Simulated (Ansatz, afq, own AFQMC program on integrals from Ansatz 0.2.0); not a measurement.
# Where AFQMC and coupled cluster stand for C₂H₅O, doublet

```yaml
atoms:
  - { symbol: C, position_ang: [-1.6852, -1.0659, -0.1804] }
  - { symbol: O, position_ang: [-1.2614, 0.0625, 0.5320] }
  - { symbol: C, position_ang: [-0.1006, -0.0680, 1.1974] }
  - { symbol: H, position_ang: [-2.6543, -0.8270, -0.6379] }
  - { symbol: H, position_ang: [-1.8114, -1.9398, 0.4858] }
  - { symbol: H, position_ang: [-0.9680, -1.3332, -0.9769] }
  - { symbol: H, position_ang: [0.1774, 0.8127, 1.7784] }
  - { symbol: H, position_ang: [0.2098, -1.0711, 1.5156] }
```

Basis def2-SVP. Only valence electrons are correlated. AFQMC by an in-house program on the Cholesky factors that Ansatz 0.2.0 writes for its CCSD(T) run. ph-AFQMC/CISD is guided by a CISD state made of CCSD amplitudes; releasing the constraint for a short imaginary time cuts its bias at the price of noise, slowly where states lie close. Free projection: walkers drawn from exp(T), propagated without any constraint. Its projection time is finite, and what remains of the start isn't in its error. Uncertainties: one standard error, sampling alone.

Determinant: UHF, the one that the program's search chose, which needn't be the lowest solution. The geometry is a PBE0/def2-SVP stationary point of this or a neighbouring charge and spin state.

No full CI on the walks' own integrals is used here; CCSDT(Q) serves as the reference and is uncertain by about the last step of the cluster series.

The T1 diagnostic is 0.0157 and the weight of the determinant in the CISD state is 0.852. The ⟨S²⟩ of the determinant is 0.760. The size of the correlated space is 19 electrons in 64 orbitals.

Reference: CCSDT(Q), correlation energy -13.550 eV. The released energy is read at 1.50 1/Eh (meV from the phaseless value at times in 1/Eh: -1 ± 5 at 0.24, -5 ± 6 at 0.51, -13 ± 10 at 0.99, -1 ± 10 at 1.50).

| level | E − E(reference) (mEh) | share of correlation (%) |
| --- | --- | --- |
| HF | 497.94 | 0.00 |
| MP2 | 51.83 | 89.59 |
| CCSD | 13.77 | 97.24 |
| CCSD(T) | 1.69 | 99.66 |
| CCSDT | 0.86 | 99.83 |
| ph-AFQMC/HF | -1.03 ± 1.22 | 100.21 |
| ph-AFQMC/CISD | 0.32 ± 0.23 | 99.94 |
| released AFQMC | 0.30 ± 0.36 | 99.94 |
| free AFQMC | 0.90 ± 0.59 | 99.82 |

Free projections are given only where their last times agree within the noise and don't stop above the reference; a slow remainder of the start can still hide under it. Released energies are given only where the last usable release times agree within the noise; a slower fall can still hide under it.
